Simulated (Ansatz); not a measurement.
```yaml
crystal:
  periodic: [true, true, true]
  atoms:
    - {symbol: C, position_ang: [-0.878225, 0.659102, -0.650610]}
    - {symbol: C, position_ang: [0.371251, -0.027964, -0.144685]}
    - {symbol: C, position_ang: [0.257080, -0.521919, 1.275290]}
    - {symbol: O, position_ang: [0.736953, -1.101657, -0.932180]}
    - {symbol: Cl, position_ang: [1.718655, 1.234487, -0.187802]}
    - {symbol: H, position_ang: [-1.137536, 1.510402, -0.021939]}
    - {symbol: H, position_ang: [-0.732670, 1.020960, -1.670603]}
    - {symbol: H, position_ang: [-1.703253, -0.057794, -0.642462]}
    - {symbol: H, position_ang: [0.030595, 0.301545, 1.950910]}
    - {symbol: H, position_ang: [1.191433, -0.990855, 1.581495]}
    - {symbol: H, position_ang: [-0.544074, -1.263041, 1.328438]}
    - {symbol: H, position_ang: [0.766592, -0.818369, -1.851753]}
basis:
  gaussian: {orbitals: aug-pcseg-2}
hamiltonian: {xc: {name: HF}}
correlation: {method: rpa}
```

```sh
$ ansatz run in.yaml --threads 4 --pin off --events-out ev --progress --plain --max-ram 10444MiB
```

Shortened log:

```
Error: YAML parse error: error: line 2 column 3: crystal: missing field `lattice` (a structure is typed as `lattice` and `atoms`, a molecule's as `atoms` in Å alone, or read from a run's directory, `checkpoint`)
 --> <input>:2:3
1 | crystal:
2 |   periodic: [true, true, true]
3 |   atoms:
4 |     - {symbol: C, position_ang: [-0.878225, 0.659102, -0.650610]}
```

(1) What is wrong with this run?

Results:

(1) The molecule is marked periodic without a cell. The program refused the input.
